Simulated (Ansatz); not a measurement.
**HfO2 (Pbca)**

Computed with DFT r2SCAN, scalar-relativistic, plane waves, PAW (Ansatz 0.2.0).

Settings: cutoff 500 eV, Γ-centred mesh 6×4×6 on the computed 24-atom cell, Gaussian smearing of 0.02 eV; no spin polarisation.

The structure is relaxed at this level of theory with its symmetry kept. This form isn't the usual stable structure of the compound.

```
CELL_PARAMETERS angstrom
5.06334 0.00000 0.00000
0.00000 10.01217 0.00000
0.00000 0.00000 5.22990
ATOMIC_POSITIONS crystal
Hf 0.74535 0.88451 0.96489
Hf 0.24535 0.61549 0.03511
Hf 0.25465 0.38451 0.53511
Hf 0.75465 0.11549 0.46489
Hf 0.25465 0.11549 0.03511
Hf 0.75465 0.38451 0.96489
Hf 0.74535 0.61549 0.46489
Hf 0.24535 0.88451 0.53511
O 0.87250 0.78982 0.62582
O 0.37250 0.71018 0.37418
O 0.12750 0.28982 0.87418
O 0.62750 0.21018 0.12582
O 0.12750 0.21018 0.37418
O 0.62750 0.28982 0.62582
O 0.87250 0.71018 0.12582
O 0.37250 0.78982 0.87418
O 0.50229 0.97714 0.26151
O 0.00229 0.52286 0.73849
O 0.49771 0.47714 0.23849
O 0.99771 0.02286 0.76151
O 0.49771 0.02286 0.73849
O 0.99771 0.47714 0.26151
O 0.50229 0.52286 0.76151
O 0.00229 0.97714 0.23849
```

| Quantity | Value |
| --- | --- |
| Space group | Pbca (No. 61) |
| Volume per atom | 74.5 bohr³ |
| Formation energy from the elements' standard states (uncorrected) | -3.787 eV/atom |
| Generalised Kohn–Sham band gap | 4.83 eV, indirect from Γ to (0.359, 0.000, 0.198) |
| Löwdin character of the top 1 eV of the valence band | O 2p 93 % |
| Löwdin character of the lowest 1 eV of the conduction band | Hf 5d 86 %, O 2p 9 % |
| Electron masses at the edge by Cartesian direction of the standard setting (m_e; degenerate bands sorted by energy; no spin-orbit coupling) | x: 1.0; y: 0.97; z: 2.1 |
| Hole masses at the edge by Cartesian direction of the standard setting (m_e; degenerate bands sorted by energy; no spin-orbit coupling) | x: 1.5; y: 6.1; z: 1.8 |

Spin-orbit coupling is left out, which matters for the bands of heavy elements.

Cost: 3 runs of about 57 core-minutes in all, on Intel Xeon Platinum 8488C (Sapphire Rapids) (shared hosts).